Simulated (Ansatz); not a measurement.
Geometry optimisation, RKS r2SCAN/def2-SVP (Ansatz).

The input (input.yaml):

```yaml
crystal:
  periodic: [false, false, false]
  atoms:
    - { symbol: B, position_ang: [0.033214, 0.443258, -0.37713] }
    - { symbol: O, position_ang: [-0.042649, -0.206602, 2.131388] }
    - { symbol: H, position_ang: [-1.009722, -0.202493, 2.185303] }
    - { symbol: H, position_ang: [1.104148, -0.049572, -0.582504] }
    - { symbol: H, position_ang: [-1.029533, -0.066353, -0.601178] }
    - { symbol: Cl, position_ang: [0.004248, 2.214201, 0.08265] }
    - { symbol: H, position_ang: [0.180493, 0.752261, 2.185972] }
basis:
  gaussian: { orbitals: def2-SVP }
hamiltonian:
  xc: r2scan
relax:
  f_tol: 0.03
  max_steps: 50
output:
  orbitals: {}
```

Launched with:

```bash
$ ansatz run input.yaml --threads 1 --pin off --max-ram 2048MiB --backend cpu --events-out ev --progress --plain --runs-dir out
```

**Question.** Where does it end, and by what steps?

**Answer.** The forces met the threshold. The force dipped under the threshold on the way, but the program's further checks kept it going. After 14 steps the energy has fallen by 0.522 eV; O2 moved furthest, 0.54 Å. Joined: B1–O2 (2.59 → 1.67 Å).

```tsv
step	energy less start (eV)	largest force component (eV/Å)	accepted
0	0.0000	0.919	yes
1	-0.1132	1.614	yes
2	-0.3101	1.505	yes
3	-0.4527	1.162	yes
4	-0.4944	0.208	yes
5	-0.4993	0.227	yes
6	-0.5124	0.122	yes
7	-0.5127	0.275	yes
8	-0.5172	0.096	yes
9	-0.5212	0.025	yes
10	-0.5181	0.388	no
11	-0.5217	0.034	yes
12	-0.5220	0.096	yes
13	-0.5222	0.033	yes
14	-0.5223	0.001	yes
```

```xyz
7
Properties=species:S:1:pos:R:3
B -0.021 0.359 0.019
O -0.152 -0.110 1.615
H -1.011 0.223 1.930
H 1.103 0.018 -0.266
H -0.955 -0.208 -0.500
Cl -0.234 2.195 0.119
H 0.510 0.409 2.107
```

Whether the end is a true minimum wasn't checked by a vibrational analysis.

The run took 52 s on 1 thread of Arm Neoverse V1, on a shared host, peak memory 0.13 GiB.
